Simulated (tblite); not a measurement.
Species: C4H4F2.
InChI=1S/C4H4F2/c5-3-1-2-4-6/h3-4H2

Method: GFN2-xTB as coded in tblite; computed harmonic values from a numerical Hessian at the method's own geometry, unscaled. Against measured fundamentals such values can be off by several per cent, at times by over 20.

Harmonic wavenumbers (cm⁻¹): 33.1, 124.3, 133.7, 251.2, 282.0, 474.3, 532.9, 783.4, 937.3, 957.2, 998.6, 1011.3, 1184.2, 1190.5, 1194.3, 1293.4, 1305.3, 1400.6, 1401.0, 2395.9, 2913.9, 2914.7, 2923.6, 2924.4.

A = 15156, B = 1217, C = 1207 MHz; mass 90.028 u (most abundant isotopes); point group C2, symmetry number 2.

Task: Zero-point energy?

Result: ½Σν̃ = 14781 cm⁻¹ = 176.82 kJ/mol.

Task: Give the ideal-gas entropy at 273.15 K and 1 bar in the rigid-rotor, harmonic-oscillator model (classical rotation).

Result: Translation 163.16, rotation 106.41, vibration 65.62: S = 335.2 J/(mol K).

Task: And Cp and H(273.15 K) − H(0)?

Result: Cp = 92.10 J/(mol K), of which vibrations give 58.84 (their classical limit is 24 R = 199.5); H(273.15 K) − H(0) = 17.90 kJ/mol without the zero-point energy, 8.81 from vibrations.

Task: How do the functions run with temperature in this model?

Result: 
| T (K) | S (J/(mol K)) | Cp (J/(mol K)) | H − H(0) (kJ/mol) | G − H(0) (kJ/mol) | ln q(vib) |
| --- | --- | --- | --- | --- | --- |
| 150 | 287.5 | 69.8 | 7.96 | -35.16 | 2.17 |
| 250 | 327.2 | 87.7 | 15.82 | -65.99 | 3.68 |
| 298.15 | 343.5 | 97.0 | 20.26 | -82.14 | 4.36 |
| 400 | 374.7 | 116.5 | 31.14 | -118.74 | 5.76 |
| 600 | 428.1 | 147.0 | 57.68 | -199.18 | 8.36 |
| 900 | 493.7 | 176.0 | 106.52 | -337.82 | 11.95 |

q(vib) and H(0) count from the zero-point level.

Task: Blend soft modes into free rotors: weight 1/[1 + (100 cm⁻¹/ν̃)⁴] for the oscillator and the rest for a rotor with moment μB/(μ + B), μ = h/(8π²ν), B = 10⁻⁴⁴ kg m². What vibrational entropy results?

Result: 58.46 J/(mol K) in place of 65.62, which changes −T·S at 273.15 K by +1.96 kJ/mol.

Hindered rotation and anharmonicity are outside this model. The structure is chiral; the term R ln 2 for an equal mix with its mirror image is left out.
